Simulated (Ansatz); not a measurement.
A short molecular-dynamics run on C2H5FO2 (`COC(O)F`).

```yaml
crystal:
  periodic: [false, false, false]
  atoms:
    - {symbol: C, position_ang: [-1.026255, -0.383496, -0.775518]}
    - {symbol: O, position_ang: [0.318591, 0.048628, -0.769370]}
    - {symbol: C, position_ang: [0.910958, -0.032495, 0.468222]}
    - {symbol: O, position_ang: [0.457859, 0.906256, 1.354856]}
    - {symbol: F, position_ang: [2.239368, 0.145043, 0.233447]}
    - {symbol: H, position_ang: [-1.651973, 0.237432, -0.127598]}
    - {symbol: H, position_ang: [-1.105118, -1.428454, -0.452219]}
    - {symbol: H, position_ang: [-1.375298, -0.302495, -1.803224]}
    - {symbol: H, position_ang: [0.765340, -1.012949, 0.938072]}
    - {symbol: H, position_ang: [0.549628, 1.771329, 0.936232]}
basis:
  gaussian: {orbitals: def2-SVP}
hamiltonian: {xc: {name: revPBE}, dispersion: d4}
md: {timestep: 0.5 fs, n_steps: 30, ensemble: nvt_nose_hoover, temperature: 300, initial_velocities: maxwell_boltzmann, seed: 26}
```

```sh
$ ansatz run in.yaml --threads 4 --pin off --events-out ev --progress --plain --max-ram 10444MiB
```

```csv
step,time (fs),potential energy (eV),kinetic (eV),T (K),conserved (eV)
0,0.0,-8957.0605,0.3102,300,-8956.7503
1,0.5,-8957.0569,0.3069,297,-8956.7500
2,1.0,-8957.0411,0.2917,282,-8956.7494
3,1.5,-8957.0217,0.2727,264,-8956.7489
4,2.0,-8957.0056,0.2568,248,-8956.7488
5,2.5,-8956.9949,0.2459,238,-8956.7490
6,3.0,-8956.9868,0.2375,230,-8956.7492
7,3.5,-8956.9774,0.2281,221,-8956.7493
8,4.0,-8956.9651,0.2159,209,-8956.7492
9,4.5,-8956.9511,0.2021,195,-8956.7490
10,5.0,-8956.9381,0.1893,183,-8956.7489
11,5.5,-8956.9288,0.1800,174,-8956.7488
12,6.0,-8956.9238,0.1750,169,-8956.7489
13,6.5,-8956.9220,0.1731,167,-8956.7491
14,7.0,-8956.9211,0.1721,166,-8956.7492
15,7.5,-8956.9192,0.1702,165,-8956.7493
16,8.0,-8956.9160,0.1670,161,-8956.7492
17,8.5,-8956.9124,0.1635,158,-8956.7491
18,9.0,-8956.9101,0.1614,156,-8956.7490
19,9.5,-8956.9106,0.1620,157,-8956.7490
20,10.0,-8956.9150,0.1665,161,-8956.7489
21,10.5,-8956.9243,0.1758,170,-8956.7489
22,11.0,-8956.9385,0.1900,184,-8956.7490
23,11.5,-8956.9554,0.2067,200,-8956.7493
24,12.0,-8956.9703,0.2214,214,-8956.7496
25,12.5,-8956.9785,0.2295,222,-8956.7497
26,13.0,-8956.9775,0.2287,221,-8956.7496
27,13.5,-8956.9685,0.2201,213,-8956.7494
28,14.0,-8956.9556,0.2076,201,-8956.7490
29,14.5,-8956.9437,0.1962,190,-8956.7487
30,15.0,-8956.9374,0.1900,184,-8956.7486
```

Velocities are drawn at the set temperature; a run this short doesn't reach equilibrium.

Frames (Å, forces in eV/Å):

```xyz
10
time=0.0 fs
C    -1.026   -0.383   -0.776    0.257    0.100   -0.086
O     0.319    0.049   -0.769    0.006    0.128   -0.651
C     0.911   -0.032    0.468    0.194    0.165    0.029
O     0.458    0.906    1.355   -0.446   -0.167    0.894
F     2.239    0.145    0.233    0.826    0.054   -0.154
H    -1.652    0.237   -0.128   -0.388    0.307    0.371
H    -1.105   -1.428   -0.452   -0.125   -0.574    0.184
H    -1.375   -0.302   -1.803   -0.261    0.025   -0.565
H     0.765   -1.013    0.938   -0.147   -0.607    0.331
H     0.550    1.771    0.936    0.084    0.569   -0.353
10
time=0.5 fs
C    -1.025   -0.382   -0.773   -0.054    0.083   -0.650
O     0.317    0.047   -0.771    0.110    0.162   -0.642
C     0.910   -0.036    0.463    0.282    0.454    0.265
O     0.457    0.908    1.357   -0.451   -0.880    0.983
F     2.242    0.146    0.235    0.664    0.003   -0.176
H    -1.654    0.241   -0.129   -0.360    0.310    0.354
H    -1.107   -1.426   -0.446   -0.123   -0.547    0.166
H    -1.380   -0.303   -1.818   -0.079   -0.028    0.003
H     0.763   -1.011    0.940   -0.137   -0.665    0.318
H     0.547    1.764    0.945    0.148    1.108   -0.621
10
time=1.0 fs
C    -1.024   -0.380   -0.771   -0.375    0.043   -1.112
O     0.315    0.045   -0.772    0.211    0.193   -0.631
C     0.909   -0.039    0.458    0.365    0.683    0.516
O     0.456    0.910    1.359   -0.447   -1.461    1.019
F     2.245    0.148    0.236    0.502   -0.048   -0.197
H    -1.657    0.246   -0.130   -0.302    0.283    0.309
H    -1.110   -1.426   -0.440   -0.117   -0.475    0.134
H    -1.384   -0.304   -1.833    0.083   -0.073    0.513
H     0.760   -1.011    0.942   -0.118   -0.665    0.279
H     0.544    1.760    0.953    0.199    1.521   -0.828
10
time=1.5 fs
C    -1.024   -0.379   -0.769   -0.693   -0.017   -1.450
O     0.314    0.043   -0.774    0.308    0.220   -0.618
C     0.908   -0.043    0.454    0.441    0.851    0.778
O     0.455    0.911    1.361   -0.424   -1.817    0.962
F     2.248    0.149    0.237    0.339   -0.100   -0.218
H    -1.661    0.251   -0.130   -0.218    0.230    0.238
H    -1.113   -1.426   -0.433   -0.107   -0.364    0.090
H    -1.388   -0.305   -1.847    0.217   -0.107    0.937
H     0.757   -1.013    0.945   -0.092   -0.610    0.213
H     0.542    1.759    0.959    0.228    1.714   -0.932
10
time=2.0 fs
C    -1.023   -0.377   -0.768   -0.995   -0.092   -1.663
O     0.312    0.041   -0.776    0.402    0.243   -0.601
C     0.907   -0.046    0.449    0.509    0.961    1.044
O     0.454    0.913    1.363   -0.379   -1.894    0.793
F     2.251    0.151    0.239    0.180   -0.151   -0.239
H    -1.665    0.257   -0.130   -0.116    0.157    0.152
H    -1.116   -1.427   -0.426   -0.093   -0.224    0.038
H    -1.392   -0.306   -1.858    0.320   -0.131    1.262
H     0.754   -1.015    0.949   -0.058   -0.506    0.125
H     0.541    1.762    0.963    0.229    1.637   -0.910
10
time=2.5 fs
C    -1.022   -0.375   -0.766   -1.270   -0.175   -1.761
O     0.311    0.039   -0.778    0.493    0.264   -0.580
C     0.906   -0.049    0.445    0.569    1.026    1.306
O     0.453    0.913    1.366   -0.313   -1.710    0.519
F     2.254    0.152    0.240    0.025   -0.200   -0.259
H    -1.669    0.264   -0.129   -0.004    0.072    0.057
H    -1.119   -1.429   -0.419   -0.076   -0.070   -0.018
H    -1.395   -0.307   -1.867    0.390   -0.146    1.487
H     0.750   -1.020    0.952   -0.020   -0.366    0.021
H     0.540    1.769    0.964    0.206    1.306   -0.772
10
time=3.0 fs
C    -1.022   -0.374   -0.766   -1.510   -0.260   -1.760
O     0.309    0.037   -0.780    0.581    0.281   -0.554
C     0.906   -0.051    0.441    0.619    1.057    1.555
O     0.452    0.914    1.368   -0.233   -1.336    0.177
F     2.257    0.153    0.241   -0.124   -0.247   -0.279
H    -1.674    0.270   -0.128    0.109   -0.017   -0.038
H    -1.122   -1.431   -0.412   -0.057    0.086   -0.074
H    -1.397   -0.309   -1.872    0.429   -0.153    1.615
H     0.747   -1.025    0.956    0.022   -0.206   -0.090
H     0.539    1.780    0.963    0.164    0.797   -0.552
10
time=3.5 fs
C    -1.022   -0.372   -0.765   -1.703   -0.343   -1.675
O     0.308    0.035   -0.782    0.666    0.296   -0.521
C     0.905   -0.054    0.437    0.659    1.067    1.781
O     0.451    0.915    1.371   -0.149   -0.874   -0.190
F     2.260    0.154    0.242   -0.266   -0.291   -0.297
H    -1.678    0.276   -0.127    0.216   -0.103   -0.124
H    -1.126   -1.433   -0.405   -0.039    0.231   -0.125
H    -1.398   -0.311   -1.873    0.438   -0.153    1.648
H     0.743   -1.030    0.960    0.064   -0.041   -0.201
H     0.539    1.792    0.962    0.115    0.210   -0.296
10
time=4.0 fs
C    -1.023   -0.371   -0.765   -1.842   -0.419   -1.514
O     0.307    0.033   -0.784    0.747    0.309   -0.482
C     0.905   -0.056    0.433    0.691    1.068    1.976
O     0.450    0.915    1.373   -0.067   -0.414   -0.542
F     2.263    0.156    0.243   -0.400   -0.332   -0.313
H    -1.682    0.283   -0.127    0.308   -0.178   -0.197
H    -1.129   -1.434   -0.399   -0.022    0.357   -0.169
H    -1.398   -0.314   -1.870    0.416   -0.146    1.589
H     0.740   -1.036    0.963    0.104    0.117   -0.303
H     0.539    1.805    0.959    0.065   -0.363   -0.046
10
time=4.5 fs
C    -1.023   -0.369   -0.765   -1.918   -0.484   -1.283
O     0.306    0.031   -0.786    0.823    0.321   -0.435
C     0.905   -0.058    0.430    0.713    1.069    2.135
O     0.449    0.915    1.376    0.007   -0.022   -0.851
F     2.266    0.157    0.245   -0.526   -0.368   -0.326
H    -1.685    0.288   -0.127    0.382   -0.237   -0.253
H    -1.133   -1.434   -0.392   -0.007    0.456   -0.203
H    -1.397   -0.317   -1.863    0.363   -0.134    1.436
H     0.737   -1.041    0.966    0.142    0.257   -0.391
H     0.540    1.816    0.956    0.021   -0.857    0.172
10
time=5.0 fs
C    -1.025   -0.368   -0.765   -1.924   -0.537   -0.982
O     0.305    0.030   -0.788    0.894    0.331   -0.381
C     0.905   -0.060    0.428    0.726    1.076    2.252
O     0.448    0.916    1.378    0.071    0.268   -1.104
F     2.269    0.158    0.246   -0.643   -0.400   -0.337
H    -1.687    0.293   -0.127    0.432   -0.277   -0.288
H    -1.137   -1.434   -0.387    0.005    0.522   -0.225
H    -1.395   -0.320   -1.853    0.277   -0.118    1.185
H     0.734   -1.046    0.967    0.174    0.370   -0.459
H     0.540    1.826    0.954   -0.013   -1.236    0.340
10
time=5.5 fs
C    -1.026   -0.367   -0.766   -1.856   -0.575   -0.614
O     0.304    0.028   -0.791    0.958    0.340   -0.320
C     0.905   -0.062    0.426    0.731    1.095    2.326
O     0.447    0.916    1.380    0.123    0.442   -1.294
F     2.272    0.159    0.247   -0.750   -0.428   -0.345
H    -1.688    0.298   -0.129    0.458   -0.296   -0.301
H    -1.141   -1.432   -0.382    0.013    0.552   -0.235
H    -1.393   -0.323   -1.840    0.159   -0.097    0.835
H     0.732   -1.050    0.968    0.202    0.452   -0.506
H     0.540    1.833    0.953   -0.037   -1.485    0.452
10
time=6.0 fs
C    -1.028   -0.366   -0.766   -1.711   -0.597   -0.182
O     0.303    0.026   -0.793    1.013    0.349   -0.253
C     0.905   -0.063    0.424    0.728    1.126    2.356
O     0.445    0.916    1.382    0.163    0.494   -1.420
F     2.275    0.160    0.248   -0.848   -0.450   -0.349
H    -1.688    0.302   -0.131    0.457   -0.290   -0.292
H    -1.144   -1.428   -0.377    0.017    0.545   -0.231
H    -1.390   -0.327   -1.825    0.009   -0.075    0.391
H     0.730   -1.052    0.967    0.223    0.500   -0.528
H     0.541    1.836    0.953   -0.050   -1.601    0.508
10
time=6.5 fs
C    -1.030   -0.365   -0.767   -1.496   -0.603    0.296
O     0.302    0.025   -0.795    1.057    0.356   -0.182
C     0.905   -0.064    0.423    0.718    1.173    2.343
O     0.444    0.917    1.384    0.191    0.426   -1.483
F     2.278    0.161    0.249   -0.936   -0.468   -0.351
H    -1.686    0.305   -0.133    0.430   -0.262   -0.261
H    -1.148   -1.424   -0.373    0.017    0.501   -0.213
H    -1.387   -0.331   -1.809   -0.168   -0.052   -0.131
H     0.729   -1.054    0.965    0.238    0.511   -0.525
H     0.541    1.836    0.953   -0.052   -1.583    0.506
10
time=7.0 fs
C    -1.033   -0.364   -0.768   -1.222   -0.589    0.787
O     0.302    0.023   -0.798    1.091    0.363   -0.108
C     0.906   -0.065    0.422    0.703    1.236    2.289
O     0.443    0.917    1.385    0.206    0.236   -1.482
F     2.280    0.162    0.249   -1.015   -0.481   -0.349
H    -1.684    0.307   -0.137    0.378   -0.209   -0.210
H    -1.152   -1.418   -0.370    0.013    0.421   -0.181
H    -1.384   -0.335   -1.793   -0.358   -0.030   -0.695
H     0.728   -1.054    0.962    0.246    0.486   -0.498
H     0.541    1.832    0.956   -0.041   -1.433    0.447
10
time=7.5 fs
C    -1.036   -0.363   -0.768   -0.914   -0.556    1.236
O     0.302    0.022   -0.800    1.111    0.368   -0.031
C     0.907   -0.066    0.422    0.684    1.314    2.196
O     0.442    0.918    1.387    0.207   -0.074   -1.417
F     2.282    0.163    0.250   -1.083   -0.489   -0.344
H    -1.681    0.309   -0.140    0.303   -0.135   -0.141
H    -1.155   -1.411   -0.367    0.004    0.308   -0.137
H    -1.382   -0.339   -1.779   -0.542   -0.011   -1.246
H     0.728   -1.053    0.957    0.247    0.426   -0.446
H     0.541    1.824    0.959   -0.017   -1.151    0.330
10
time=8.0 fs
C    -1.039   -0.363   -0.768   -0.601   -0.504    1.573
O     0.302    0.020   -0.803    1.118    0.372    0.046
C     0.907   -0.066    0.422    0.662    1.406    2.068
O     0.441    0.918    1.388    0.195   -0.500   -1.290
F     2.285    0.164    0.251   -1.143   -0.491   -0.337
H    -1.677    0.311   -0.144    0.209   -0.042   -0.057
H    -1.159   -1.404   -0.364   -0.007    0.167   -0.080
H    -1.382   -0.343   -1.768   -0.696    0.002   -1.706
H     0.729   -1.051    0.952    0.242    0.332   -0.373
H     0.541    1.813    0.963    0.020   -0.743    0.156
10
time=8.5 fs
C    -1.042   -0.362   -0.768   -0.316   -0.435    1.725
O     0.302    0.019   -0.805    1.111    0.375    0.124
C     0.908   -0.066    0.422    0.639    1.510    1.910
O     0.440    0.919    1.388    0.170   -1.021   -1.108
F     2.287    0.165    0.252   -1.192   -0.489   -0.327
H    -1.673    0.312   -0.149    0.102    0.065    0.036
H    -1.162   -1.396   -0.361   -0.021    0.006   -0.015
H    -1.383   -0.347   -1.761   -0.791    0.009   -1.999
H     0.730   -1.049    0.945    0.230    0.210   -0.279
H     0.541    1.801    0.967    0.069   -0.229   -0.066
10
time=9.0 fs
C    -1.045   -0.362   -0.768   -0.088   -0.352    1.647
O     0.302    0.018   -0.808    1.090    0.375    0.200
C     0.909   -0.066    0.423    0.617    1.620    1.729
O     0.439    0.919    1.389    0.134   -1.598   -0.890
F     2.289    0.165    0.252   -1.232   -0.482   -0.315
H    -1.668    0.314   -0.153   -0.013    0.179    0.133
H    -1.166   -1.388   -0.359   -0.036   -0.167    0.055
H    -1.386   -0.351   -1.759   -0.810    0.012   -2.069
H     0.732   -1.046    0.938    0.212    0.067   -0.171
H     0.541    1.788    0.971    0.126    0.348   -0.319
10
time=9.5 fs
C    -1.048   -0.362   -0.767    0.069   -0.263    1.339
O     0.303    0.016   -0.810    1.054    0.372    0.274
C     0.911   -0.066    0.425    0.593    1.726    1.532
O     0.438    0.919    1.390    0.096   -2.159   -0.666
F     2.290    0.166    0.253   -1.263   -0.471   -0.302
H    -1.664    0.316   -0.157   -0.125    0.290    0.224
H    -1.170   -1.380   -0.356   -0.051   -0.337    0.125
H    -1.392   -0.355   -1.762   -0.747    0.013   -1.902
H     0.734   -1.042    0.931    0.190   -0.090   -0.055
H     0.541    1.776    0.975    0.185    0.918   -0.569
10
time=10.0 fs
C    -1.051   -0.361   -0.766    0.154   -0.174    0.849
O     0.303    0.015   -0.812    1.003    0.367    0.345
C     0.912   -0.065    0.426    0.569    1.819    1.328
O     0.437    0.919    1.390    0.066   -2.610   -0.481
F     2.292    0.166    0.254   -1.285   -0.455   -0.288
H    -1.660    0.319   -0.160   -0.226    0.389    0.301
H    -1.173   -1.373   -0.353   -0.065   -0.490    0.188
H    -1.398   -0.359   -1.770   -0.615    0.014   -1.532
H     0.736   -1.039    0.923    0.165   -0.245    0.063
H     0.542    1.766    0.977    0.234    1.385   -0.773
10
time=10.5 fs
C    -1.054   -0.361   -0.765    0.179   -0.093    0.262
O     0.304    0.014   -0.815    0.939    0.359    0.411
C     0.913   -0.064    0.428    0.541    1.883    1.126
O     0.436    0.918    1.391    0.054   -2.857   -0.380
F     2.294    0.167    0.254   -1.296   -0.434   -0.274
H    -1.656    0.323   -0.163   -0.306    0.463    0.354
H    -1.177   -1.368   -0.350   -0.076   -0.609    0.238
H    -1.407   -0.363   -1.781   -0.436    0.018   -1.028
H     0.739   -1.037    0.915    0.140   -0.386    0.174
H     0.543    1.760    0.977    0.261    1.656   -0.883
10
time=11.0 fs
C    -1.058   -0.361   -0.764    0.161   -0.023   -0.331
O     0.305    0.013   -0.817    0.861    0.347    0.473
C     0.915   -0.062    0.430    0.508    1.905    0.936
O     0.436    0.917    1.391    0.072   -2.838   -0.394
F     2.295    0.167    0.255   -1.299   -0.408   -0.260
H    -1.653    0.328   -0.164   -0.358    0.501    0.377
H    -1.182   -1.364   -0.346   -0.083   -0.681    0.268
H    -1.416   -0.367   -1.794   -0.237    0.025   -0.469
H     0.743   -1.035    0.908    0.118   -0.495    0.269
H     0.545    1.757    0.975    0.257    1.668   -0.869
10
time=11.5 fs
C    -1.061   -0.361   -0.762    0.114    0.032   -0.852
O     0.306    0.012   -0.819    0.773    0.333    0.531
C     0.916   -0.060    0.433    0.466    1.869    0.764
O     0.435    0.916    1.391    0.120   -2.556   -0.525
F     2.296    0.168    0.255   -1.292   -0.378   -0.248
H    -1.651    0.334   -0.165   -0.375    0.498    0.365
H    -1.186   -1.361   -0.341   -0.084   -0.696    0.275
H    -1.426   -0.371   -1.809   -0.040    0.035    0.078
H     0.746   -1.035    0.902    0.100   -0.560    0.341
H     0.548    1.759    0.971    0.218    1.423   -0.730
10
time=12.0 fs
C    -1.064   -0.361   -0.761    0.051    0.071   -1.253
O     0.307    0.011   -0.821    0.675    0.316    0.584
C     0.918   -0.058    0.435    0.416    1.769    0.616
O     0.434    0.914    1.391    0.193   -2.071   -0.743
F     2.297    0.168    0.256   -1.276   -0.344   -0.236
H    -1.650    0.341   -0.165   -0.359    0.450    0.318
H    -1.191   -1.360   -0.336   -0.078   -0.650    0.257
H    -1.436   -0.375   -1.823    0.137    0.047    0.564
H     0.750   -1.036    0.896    0.088   -0.571    0.387
H     0.551    1.764    0.965    0.152    0.982   -0.493
10
time=12.5 fs
C    -1.067   -0.360   -0.761   -0.016    0.095   -1.515
O     0.308    0.010   -0.823    0.570    0.298    0.632
C     0.920   -0.055    0.438    0.356    1.599    0.492
O     0.433    0.912    1.391    0.281   -1.478   -1.005
F     2.298    0.168    0.256   -1.253   -0.305   -0.225
H    -1.649    0.349   -0.164   -0.311    0.361    0.241
H    -1.195   -1.361   -0.330   -0.066   -0.548    0.215
H    -1.446   -0.379   -1.836    0.287    0.060    0.965
H     0.754   -1.038    0.892    0.083   -0.524    0.404
H     0.555    1.771    0.958    0.068    0.441   -0.205
10
time=13.0 fs
C    -1.070   -0.360   -0.760   -0.080    0.107   -1.638
O     0.309    0.009   -0.825    0.462    0.279    0.678
C     0.922   -0.052    0.440    0.288    1.364    0.390
O     0.432    0.909    1.391    0.369   -0.870   -1.262
F     2.298    0.169    0.257   -1.221   -0.262   -0.216
H    -1.650    0.359   -0.163   -0.240    0.239    0.141
H    -1.200   -1.363   -0.324   -0.048   -0.401    0.155
H    -1.455   -0.382   -1.847    0.407    0.074    1.269
H     0.758   -1.041    0.888    0.084   -0.423    0.396
H     0.559    1.779    0.951   -0.020   -0.107    0.087
10
time=13.5 fs
C    -1.073   -0.360   -0.760   -0.131    0.111   -1.636
O     0.311    0.008   -0.827    0.353    0.259    0.721
C     0.924   -0.049    0.443    0.213    1.074    0.305
O     0.431    0.907    1.391    0.450   -0.317   -1.483
F     2.299    0.169    0.257   -1.183   -0.215   -0.207
H    -1.651    0.368   -0.161   -0.154    0.095    0.028
H    -1.205   -1.366   -0.317   -0.027   -0.223    0.081
H    -1.463   -0.386   -1.855    0.494    0.087    1.475
H     0.763   -1.046    0.885    0.088   -0.279    0.367
H     0.562    1.787    0.944   -0.102   -0.592    0.349
10
time=14.0 fs
C    -1.076   -0.359   -0.760   -0.160    0.109   -1.530
O     0.312    0.008   -0.829    0.244    0.239    0.762
C     0.926   -0.045    0.446    0.134    0.744    0.230
O     0.431    0.904    1.391    0.515    0.142   -1.645
F     2.299    0.169    0.258   -1.138   -0.165   -0.199
H    -1.652    0.378   -0.160   -0.062   -0.058   -0.087
H    -1.210   -1.369   -0.310   -0.002   -0.030    0.000
H    -1.470   -0.389   -1.859    0.550    0.098    1.585
H     0.767   -1.051    0.883    0.093   -0.106    0.325
H     0.566    1.794    0.937   -0.173   -0.973    0.560
10
time=14.5 fs
C    -1.079   -0.359   -0.761   -0.159    0.107   -1.338
O     0.314    0.007   -0.830    0.139    0.220    0.800
C     0.928   -0.042    0.449    0.054    0.389    0.158
O     0.430    0.902    1.390    0.561    0.490   -1.740
F     2.299    0.169    0.258   -1.088   -0.113   -0.192
H    -1.653    0.388   -0.158    0.025   -0.209   -0.196
H    -1.215   -1.373   -0.303    0.023    0.161   -0.080
H    -1.476   -0.392   -1.860    0.575    0.107    1.603
H     0.772   -1.057    0.882    0.098    0.080    0.274
H     0.569    1.798    0.932   -0.227   -1.231    0.710
10
time=15.0 fs
C    -1.082   -0.359   -0.762   -0.122    0.107   -1.073
O     0.315    0.006   -0.832    0.039    0.202    0.837
C     0.930   -0.038    0.452   -0.025    0.025    0.082
O     0.430    0.899    1.389    0.585    0.722   -1.766
F     2.300    0.169    0.258   -1.031   -0.058   -0.185
H    -1.655    0.398   -0.157    0.102   -0.346   -0.290
H    -1.221   -1.376   -0.296    0.046    0.336   -0.154
H    -1.480   -0.394   -1.856    0.569    0.113    1.529
H     0.777   -1.062    0.881    0.099    0.262    0.223
H     0.571    1.799    0.929   -0.263   -1.363    0.797
```

Run time 26 s (4 threads of an Arm Neoverse V1 on a shared host); peak host memory 0.47 GiB.
